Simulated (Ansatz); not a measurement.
# AlH5N2: the cost of one run

All numbers below are computed with Ansatz 0.2.0 (RKS PBE-D4/def2-SVP).

## (1) The starting structure

Bond lengths: Al1–H2 1.760 Å, Al1–N3 2.120 Å, N3–H4 1.060 Å, N3–H5 1.060 Å, Al1–N6 1.920 Å, N6–H7 1.060 Å, N6–H8 1.060 Å. Angles: H2–Al1–N3 43.0°, H2–Al1–N6 156.4°, N3–Al1–N6 160.6°, Al1–N3–H4 112.9°, Al1–N3–H5 111.7°, H4–N3–H5 120.0°, Al1–N6–H7 120.0°, Al1–N6–H8 120.0°, H7–N6–H8 120.0°.

As a file:

```xyz
8

Al    0.0000    0.0000    0.0000
H     1.0441    0.0000    1.4169
N     2.0840    0.0000    0.3891
H     2.5506   -0.9179    0.1373
H     2.5353    0.9179    0.1109
N    -1.6627    0.0000   -0.9600
H    -2.3316   -0.8164   -0.8614
H    -1.9118    0.8164   -1.5886
```

## (2) Pulling towards end A

Springs on the bonds that form and break draw the guess towards this end; the thresholds are loose.

The input, input.yaml:

```yaml
crystal:
  periodic: [false, false, false]
  atoms:
    - { symbol: Al, position_ang: [0.0, 0.0, 0.0] }
    - { symbol: H, position_ang: [1.0441, 0.0, 1.4169] }
    - { symbol: "N", position_ang: [2.084, 0.0, 0.3891] }
    - { symbol: H, position_ang: [2.5506, -0.9179, 0.1373] }
    - { symbol: H, position_ang: [2.5353, 0.9179, 0.1109] }
    - { symbol: "N", position_ang: [-1.6627, 0.0, -0.96] }
    - { symbol: H, position_ang: [-2.3316, -0.8164, -0.8614] }
    - { symbol: H, position_ang: [-1.9118, 0.8164, -1.5886] }
basis:
  gaussian: { orbitals: def2-SVP }
hamiltonian:
  xc: pbe
  dispersion: d4
relax:
  f_tol: 0.15
  max_steps: 25
  restrain:
    - { distance: [1, 2], at: 2.26, k: 30.0 }
    - { distance: [0, 1], at: 1.56, k: 30.0 }
    - { distance: [0, 2], at: 1.92, k: 30.0 }
```

On the command line:

```bash
ansatz run input.yaml --threads 1 --pin off --max-ram 2048MiB --backend cpu --events-out ev --progress --plain --runs-dir out
```

Q: Estimate wall time and peak memory on 1 thread of Arm Neoverse V1, shared host.

About 25 s, with a peak of 0.12 GiB.
